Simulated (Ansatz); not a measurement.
**AlH₃OS: a ladder of functionals and wavefunction methods**

An exercise on one series of results from a longer session: the logs are not shown, and one member is left open.

The runs use Ansatz 0.2.0, Gaussian basis; functionals in def2-TZVPP, the program's frozen cores in correlated methods.

Levels to be run: LDA (SPW92), PBE-D4, revPBE-D4, BLYP-D4, r2SCAN-D4, B97M-V, PBE0-D4, B3LYP-D4, r2SCANh-D4, r2SCAN0-D4, HSE06-D4, BHLYP-D4, CAM-B3LYP-D4, LC-ωPBE, ωB97X-V, ωB97M-V, B2PLYP, PBE-QIDH; CCSD(T)/def2-SVP; CCSD(T)/def2-TZVPP; MP2/def2-QZVPP; extrapolation to the limit; RPA on PBE.

### Structure used throughout

All runs share one geometry, relaxed beforehand with PBE0-D4 in a triple-zeta def2 set.

SMILES `[OH][AlH][SH]`, 6 atoms, charge 0, spin multiplicity 1.

Atoms are counted from 1 here; the program's logs count them from 0.

Bond lengths: O1–Al2 1.690 Å, O1–H4 0.955 Å, Al2–S3 2.186 Å, Al2–H5 1.569 Å, S3–H6 1.344 Å. Angles: Al2–O1–H4 126.2°, O1–Al2–S3 122.3°, O1–Al2–H5 118.4°, S3–Al2–H5 119.3°, Al2–S3–H6 94.2°.

The first run:

in.yaml reads:

```yaml
crystal:
  periodic: [false, false, false]
  atoms:
    - {symbol: O, position_ang: [-1.108936, -0.531092, -0.884958]}
    - {symbol: Al, position_ang: [0.267104, 0.390805, -0.551042]}
    - {symbol: S, position_ang: [1.228201, 0.385651, 1.412229]}
    - {symbol: H, position_ang: [-1.564394, -1.105784, -0.273676]}
    - {symbol: H, position_ang: [0.868723, 1.276440, -1.698057]}
    - {symbol: H, position_ang: [0.351401, -0.480018, 1.949303]}
basis:
  gaussian: {orbitals: def2-TZVPP}
hamiltonian: {xc: lda}
output: {orbitals: {seedname: orbitals}}
```

Among the steps run: LDA; PBE-D4 (GGA); revPBE-D4 (GGA); BLYP-D4 (GGA); r2SCAN-D4 (meta-GGA); B97M-V (meta-GGA); PBE0-D4 (hybrid); B3LYP-D4 (hybrid); r2SCANh-D4 (hybrid); r2SCAN0-D4 (hybrid); HSE06-D4 (hybrid); BHLYP-D4 (hybrid); CAM-B3LYP-D4 (range-separated); LC-ωPBE-D4 (range-separated; the results give it without D4); ωB97X-V (range-separated); ωB97M-V (range-separated); B2PLYP (double hybrid); PBE-QIDH (double hybrid).

One table of the session follows, with a row left open; its other results are not shown here.

It belongs to the step «Orbital energies across the functionals». 

```
  functional  HOMO (eV)  gap (eV)
 LDA (SPW92)      -6.70      5.14
      PBE-D4      -6.56      5.24
   revPBE-D4      -6.51      5.29
     BLYP-D4      -6.38      5.18
   r2SCAN-D4      -6.86      5.89
      B97M-V      -6.92      5.77
     PBE0-D4      -7.79      7.22
    B3LYP-D4      -7.52      6.75
  r2SCANh-D4      -7.31      6.59
  r2SCAN0-D4      -7.99      7.63
    HSE06-D4      -7.39      6.46
    BHLYP-D4      -8.85      9.04
CAM-B3LYP-D4      -9.10      9.46
     LC-ωPBE     -10.54     11.97
     ωB97X-V     -10.16     11.49
     ωB97M-V          ?         ?
```

Q: Estimate the row for ωB97M-V from the others.

As computed: HOMO (eV): -9.98; gap (eV): 11.04. In the column «HOMO (eV)» it lies between ωB97X-V (-10.16) and CAM-B3LYP-D4 (-9.10).
